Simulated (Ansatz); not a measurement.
System: antifluorite Mg2Ge. Method: B3LYP (VWN-RPA form) (plane waves, PAW; Ansatz, a first-principles code).

Settings: plane-wave cutoff 460 eV, 8×8×8 k mesh, Fermi–Dirac smearing 0.01 eV, scalar-relativistic PAW data made under PBE.

Results at a series of volumes:

| V (Å³/atom) | E − E_lowest (meV/atom) | P (GPa) |
|---|---|---|
| 20.852 | 9.80 | 2.964 |
| 21.581 | 1.08 | 0.924 |
| 21.950 | 0.00 | 0.018 |
| 22.498 | 2.05 | -1.194 |
| 23.047 | 7.99 | -2.258 |

Problem. Estimate the bulk modulus and its pressure derivative from these points.

Solution. V0 = 21.959 Å³/atom, B0 = 51.5 GPa, B′ = 4.2 (fit to the energies at full precision).

Measured, for comparison: equilibrium volume per atom 21.69 Å³/atom (temperature not stated, not corrected to a static lattice; as tabulated in Grosch, Range, J. Alloys Compd. 235, 250 (1996)). Computed (rounded) less measured: equilibrium volume per atom +1.2 %.

Static lattice: no zero-point or thermal effects.
